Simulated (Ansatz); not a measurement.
Geometry optimisation, UKS PBE0/cc-pVDZ in Ansatz 0.2.0.

The input (input.yaml):

```yaml
crystal:
  periodic: [false, false, false]
  atoms:
    - { symbol: H, position_ang: [0.0064, 0.0299, -0.1813] }
    - { symbol: C, position_ang: [-0.4978, -0.3725, -1.4229] }
    - { symbol: O, position_ang: [-0.0087, -1.2762, -2.0169] }
    - { symbol: C, position_ang: [0.432, 0.3415, 1.1072] }
    - { symbol: H, position_ang: [-1.496, 0.0456, -1.6289] }
    - { symbol: H, position_ang: [-0.4368, 0.724, 1.6217] }
    - { symbol: H, position_ang: [1.2017, 1.0827, 0.9835] }
    - { symbol: H, position_ang: [0.7992, -0.5751, 1.5375] }
magnetization:
  spin_polarized: true
  initial_magnetization: 1
basis:
  gaussian: { orbitals: cc-pVDZ }
hamiltonian:
  xc: pbe0
relax:
  f_tol: 0.15
  max_steps: 25
  restrain:
    - { distance: [0, 3], at: 2.37, k: 30.0 }
    - { distance: [1, 0], at: 1.07, k: 30.0 }
output:
  orbitals: {}
```

Run as:

```bash
$ ansatz run input.yaml --threads 2 --pin off --max-ram 3072MiB --backend cpu --events-out ev --progress --plain --runs-dir out
```

Question: Where does it end, and by what steps?

Answer: The forces met the threshold. The restraints hold the end off the free minimum. After 7 steps the energy has fallen by 0.142 eV (the restraints' own energy left out); H1 moved furthest, 0.50 Å. Joined: H1–C2.

```tsv
step	energy less start (eV)	largest force component (eV/Å)	accepted
0	0.0000	1.497	yes
1	0.0796	1.764	yes
2	0.1570	3.554	yes
3	0.0183	1.039	yes
4	-0.0599	1.278	yes
5	-0.1252	0.570	yes
6	-0.1280	0.659	yes
7	-0.1424	0.704	yes
```

```xyz
8
Properties=species:S:1:pos:R:3
H -0.167 -0.063 -0.642
C -0.594 -0.472 -1.566
O -0.073 -1.363 -2.181
C 0.587 0.473 1.543
H -1.558 -0.010 -1.902
H -0.381 0.804 1.909
H 1.327 1.207 1.234
H 0.859 -0.577 1.604
```

Run time: 13 s on 2 threads of Arm Neoverse V1, on a shared host, peak memory 0.14 GiB.
